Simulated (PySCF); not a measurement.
# Calculated NMR parameters of FCC=C(F)F

```
Formula                               : C3H3F3
SMILES                                : FCC=C(F)F
InChI                                 : InChI=1S/C3H3F3/c4-2-1-3(5)6/h1H,2H2
Point group of the computed structure : C1
Degrees of unsaturation               : 1
Carbon signals                        : 3
Proton signals                        : 2
```

Bonds (- single, = double, # triple, : aromatic): F1-C2 1.376 Å, C2-C3 1.487 Å, C3=C4 1.328 Å, C4-F5 1.310 Å, C4-F6 1.307 Å. C2 carries H7, H8; C3 carries H9.

PySCF 2.14 calculation with NMR shieldings at PBE/pcSseg-2/GIAO, spin–spin couplings from B3LYP/pcJ-1 and coordinates at the PBE0-D3(BJ)/def2-SVP level; averaged over atoms made equivalent by symmetry, fast rotation or ring inversion, no relativistic terms, in vacuum, single conformer.

Scale: 1H (σ = 31.18 ppm) and 13C (σ = 179.39 ppm) against TMS; 19F (σ = 142.93 ppm) vs CFCl3 (reference shieldings calculated alike).

| carbon | δC, type | δH (multiplicity, J in Hz) | HMBC from (abs. J ≥ 3 Hz) | span of the C tensor (ppm) |
| --- | --- | --- | --- | --- |
| C2 | 81.2, CH2 | 5.04 (ddt, 55.2, 9.7, 2.1) | – | 106 |
| C3 | 81.1, CH | 4.54 (dtd, 19.3, 9.7, 4.8) | – | 111 |
| C4 | 172.8, C | – | H7/H8 | 142 |

Other nuclei:
```json
{"atoms": "F6", "nucleus": "19F", "environment": "vinylic fluorine", "δ (ppm)": "-93.7", "σ (ppm)": "236.6"}
{"atoms": "F5", "nucleus": "19F", "environment": "vinylic fluorine", "δ (ppm)": "-97.8", "σ (ppm)": "240.8"}
{"atoms": "F1", "nucleus": "19F", "environment": "fluorine on an sp3 carbon", "δ (ppm)": "-248.3", "σ (ppm)": "391.2"}
```

Selected couplings (Hz, signed; the shortest-range and largest first, 30 at most; isotopes 13C, 19F, 1H): 1J(C4,F6) -371.7, 1J(C4,F5) -369.8, 1J(F1,C2) -238.6, 1J(C3,H9) 174.2, 1J(C2,H7) 156.1, 1J(C3,C4) 125.1, 1J(C2,C3) 56.8, 2J(F5,F6) -81.5, 2J(F1,H7) 55.2, 2J(C3,F6) 24.7, 2J(C3,F5) 19.9, 2J(F1,C3) 19.4, 2J(C2,C4) 3.8, 3J(F5,H9) 19.3, 3J(F1,C4) 12.1, 3J(H7,H9) 9.7, 3J(C2,F6) 7.9, 3J(F1,H9) 4.8, 4J(F1,F5) 15.8, 4J(F5,H7) 2.1, 4J(F6,H7) 2.1.

Carbon types of the structure: 1 × C, 1 × CH, 1 × CH2, which accounts for all hydrogens. δC 172.8: fully substituted alkene carbon. δC 81.2: allylic sp3 CH2 bonded to F; the inductive effect lowers its shielding. δC 81.1: alkene CH. δH 5.04: hydrogen on an allylic sp3 CH2 bonded to F; its carbon carries F, an electronegative neighbour. δH 4.54: hydrogen on an alkene CH; attached to an sp2 carbon and in the plane of the double bond. The protons at 5.04 and 4.54 share a coupling of 9.7 Hz (vicinal).

Common functionals overestimate the size of one-bond C–F couplings by tens of Hz; these are unscaled. Splittings below 1 Hz are ignored in the labels, and close J values are merged. Unscaled 3J(H,H) at this level run about 10 % above measured values. Shifts are as computed, not scaled to solution data. Of 1211 compounds with measured shifts, 218 miss one by over three times the rms of a fit or turn the order of signals round; such compounds aren't used in these exercises. Couplings across =CH–CH2 type bonds come from one rotamer and its mirror image, and can be 1–2 Hz further off. Unscaled 19F shifts against computed CFCl3 carry errors that often reach 10 to 50 ppm. Only one conformer was computed, so three-bond couplings in flexible chains and rings are approximate.
